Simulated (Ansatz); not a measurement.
Several settings on one geometry of the cluster B₂F (the lowest doublet isomer of a short search) (that of the charge 0 doublet, PBE0-D4/def2-TZVP). Ansatz on 4 threads of Arm Neoverse V1 on a shared host; times are rough.

Cartesian coordinates in Å:
```
B -0.152 -0.018 0.046
B 0.684 -0.607 -1.133
F -0.531 0.625 1.087
```

Totals from different functionals, basis sets or treatments of relativity can't be compared as stabilities.

Correlated methods freeze 3 core orbitals.

Scalar relativity in a set contracted without it gives distorted totals.

At PBE0-D4/def2-TZVP a quartet lies 0.62 eV below the doublet of charge 0, at its own geometry.

The spins typed aren't always the lowest for that charge.

(1) Give the basis size and estimate the energy, ⟨S²⟩, dipole and time of these runs.

```tsv
run	method	charge	state	further keys
1	UKS RPBE/def2-TZVP	0	doublet	scf: {lower_state_search: off}; forces asked
2	UKS ωPBEh/cc-pVDZ	0	doublet	fitting: {mean_field: def2-universal-jkfit}; final_grid: {core_spheres: 20, valence_spheres: 16, degree: 47}; accuracy: high; forces asked
3	RKS B2PLYP/cc-pVDZ	-1	singlet	pseudopotentials: {relativity: scalar}; scf: {omitted_lower_state_checks: [starts]}; forces asked
```

Results:

(1) 
```json
{"run": "1", "functions": "93", "energy (Eh)": "-149.4423", "⟨S²⟩": "1.61", "dipole (D)": "1.64", "wall time": "0.55 s"}
{"run": "2", "functions": "42", "energy (Eh)": "-149.2353", "⟨S²⟩": "1.64", "dipole (D)": "1.35", "wall time": "3.3 s"}
{"run": "3", "functions": "42", "energy (Eh)": "-149.3546", "⟨S²⟩": "–", "dipole (D)": "–", "wall time": "0.55 s"}
```

The highest occupied level of an anion often lies above zero with these methods, and sets without diffuse functions describe the outer electron poorly. At UKS RPBE/def2-TZVP, UKS ωPBEh/cc-pVDZ the charge 0 doublet is spin-contaminated (final ⟨S²⟩ up to 1.64, 0.75 for a pure state). At RKS B2PLYP/cc-pVDZ the restricted singlet is unstable: a solution with broken spin symmetry lies lower. A triplet lies near this restricted singlet, and broken spin symmetry wasn't tried.
